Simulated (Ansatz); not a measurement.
The inner images of a band of C₂H₃NOS (8 atoms, charge 0, multiplicity 1) are given out of order.

Theory: RKS LDA/6-31G (Ansatz 0.2.0).

Initial state:

```xyz
8
Properties=species:S:1:pos:R:3
N 1.119 -1.904 1.367
C 0.642 -0.944 0.876
C 0.116 0.231 0.206
O 0.886 0.644 -0.897
S -1.687 -0.202 -0.261
H 0.082 1.089 0.898
H 0.920 -0.072 -1.584
H -1.986 1.101 -0.659
```

Final state:

```xyz
8
Properties=species:S:1:pos:R:3
N 0.701 -2.011 0.980
C 0.441 -0.892 0.708
C 0.170 0.467 0.283
O 1.026 0.906 -0.744
S -1.695 0.604 -0.119
H 0.298 1.179 1.116
H 0.934 0.342 -1.554
H -1.783 -0.651 -0.725
```

Task: Put them in order from the first end to the last, with their energies above the first end.
A.
```xyz
8
Properties=species:S:1:pos:R:3
N 1.165 -2.000 1.145
C 0.667 -0.985 0.811
C 0.099 0.246 0.298
O 0.794 0.757 -0.815
S -1.729 -0.169 -0.122
H 0.105 1.044 1.058
H 0.855 0.070 -1.531
H -1.863 0.980 -0.900
```
B.
```xyz
8
Properties=species:S:1:pos:R:3
N 1.129 -2.112 0.725
C 0.645 -1.042 0.617
C 0.090 0.276 0.403
O 0.712 0.960 -0.660
S -1.828 0.103 0.159
H 0.191 0.913 1.297
H 0.889 0.349 -1.422
H -1.735 0.497 -1.174
```
C.
```xyz
8
Properties=species:S:1:pos:R:3
N 1.067 -2.144 0.528
C 0.605 -1.058 0.512
C 0.097 0.294 0.427
O 0.765 1.058 -0.550
S -1.815 0.270 0.205
H 0.212 0.825 1.387
H 0.895 0.535 -1.383
H -1.734 0.162 -1.182
```
D.
```xyz
8
Properties=species:S:1:pos:R:3
N 1.159 -2.068 0.924
C 0.666 -1.017 0.720
C 0.092 0.263 0.364
O 0.728 0.861 -0.742
S -1.790 -0.062 0.038
H 0.152 0.990 1.190
H 0.862 0.203 -1.474
H -1.776 0.773 -1.076
```
E.
```xyz
8
Properties=species:S:1:pos:R:3
N 0.976 -2.165 0.318
C 0.560 -1.065 0.409
C 0.112 0.312 0.444
O 0.852 1.141 -0.422
S -1.781 0.381 0.181
H 0.219 0.739 1.456
H 0.886 0.760 -1.338
H -1.732 -0.160 -1.104
```

Result: A (+3.5 kJ/mol), D (+11.8 kJ/mol), B (+16.1 kJ/mol), C (+12.2 kJ/mol), E (+6.2 kJ/mol).

The run took 62 s on 1 thread of Arm Neoverse V1, on a shared host, peak memory 0.1 GiB.
